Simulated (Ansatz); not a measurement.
# CHOS radical (SMILES [CH]1OS1): functionals against CCSD(T) at one geometry

An exercise on one series of results from a longer session: the logs are not shown, and one member is left open.

Computed with Ansatz 0.2.0, Gaussian basis. Level: single points in def2-TZVPP.

Cores are frozen in the correlated methods. Orbitals are unrestricted.

**Where the work starts**

SMILES `[CH]1OS1`, 4 atoms, charge 0, spin multiplicity 2.

Atoms are counted from 1 here; the program's logs count them from 0.

Bond lengths: C1–O2 1.344 Å, C1–S3 1.615 Å, C1–H4 1.020 Å, O2–S3 1.546 Å. Angles: O2–C1–S3 62.2°, O2–C1–H4 124.6°, S3–C1–H4 136.6°, C1–O2–S3 67.5°, C1–S3–O2 50.3°.

As a file:

| atom | x (Å) | y (Å) | z (Å) |
| --- | --- | --- | --- |
| C1 | 0.14020 | 0.44590 | -0.00180 |
| O2 | -0.79220 | -0.30830 | 0.60570 |
| S3 | 0.57460 | -1.02410 | 0.50640 |
| H4 | 0.01310 | 0.91190 | -0.89990 |

The first run:

File run/in.yaml:

```yaml
crystal:
  periodic: [false, false, false]
  atoms:
    - {symbol: C, position_ang: [0.140200, 0.445900, -0.001800]}
    - {symbol: O, position_ang: [-0.792200, -0.308300, 0.605700]}
    - {symbol: S, position_ang: [0.574600, -1.024100, 0.506400]}
    - {symbol: H, position_ang: [0.013100, 0.911900, -0.899900]}
basis:
  gaussian: {orbitals: def2-TZVPP}
magnetization: {spin_polarized: true, initial_magnetization: 1}
correlation: {method: ccsd_t}
scf: {omitted_lower_state_checks: [cluster_reference]}
output: {forces: true}
```

The command line of these runs was not kept.

Among the steps run: CCSD(T)/def2-TZVPP; PBE0-D4/def2-TZVPP; wB97M-V/def2-TZVPP; r2SCAN-D4/def2-TZVPP; PBE-D4/def2-TZVPP; r2SCANh-D4/def2-TZVPP; r2SCAN0-D4/def2-TZVPP.

One of the session's tables, all rows but one given; the rest of the session is left out.

```
    method  RMS force component (eV/Å)  angle to CCSD(T) forces (°)  dipole (D)
   CCSD(T)                       3.599                    reference        1.24
   PBE0-D4                       3.267                          4.1        1.24
   wB97M-V                       3.335                          2.5        1.23
 r2SCAN-D4                           ?                            ?           ?
    PBE-D4                       3.682                          2.7        1.12
r2SCANh-D4                       3.332                          2.8        1.26
r2SCAN0-D4                       3.143                          3.8        1.30
```

Estimate the missing values for r2SCAN-D4.

Worked estimate for «RMS force component (eV/Å)». Against the share of exact exchange, r2SCANh-D4 (0.1, 3.332), r2SCAN0-D4 (0.25, 3.143) give a slope of -1.260 per unit share; at 0 the line stands at 3.458.

As computed: RMS force component (eV/Å): 3.462; angle to CCSD(T) forces (°): 2.3; dipole (D): 1.23. In «RMS force component (eV/Å)» the line misses by -0.004.
